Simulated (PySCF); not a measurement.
Gas-phase reaction: 2 BH₂ + C₂H₂ (acetylene) + 4 CH₃ → 2 B(CH₃)₃

Method: PySCF energies plus ideal-gas RRHO corrections (1 bar). † marks an energy on the PBE0/def2-TZVP geometry and frequencies; other levels use their own. CCSD(T) freezes the core. 6-31G* has spherical d functions here. Open shells (unrestricted): BH₂ (multiplicity 2), CH₃ (multiplicity 2); the rest are closed-shell singlets. CCSD(T) isn't extrapolated to the basis-set limit.

ωB97X-V/def2-TZVP† gives ΔH°(298 K) = -1736 kJ.

Task: What do HF/6-31G*, ωB97M-V/def2-TZVP†, CCSD(T)/def2-SVP† give?

Result: HF/6-31G*: -1287 kJ; ωB97M-V/def2-TZVP†: -1733 kJ; CCSD(T)/def2-SVP†: -1659 kJ. For scale, ΔH°(298 K) is -1736 kJ at this level, -1733 kJ at ωB97M-V/def2-TZVP†, and runs from -2026 to -1245 kJ over the 18 levels computed.
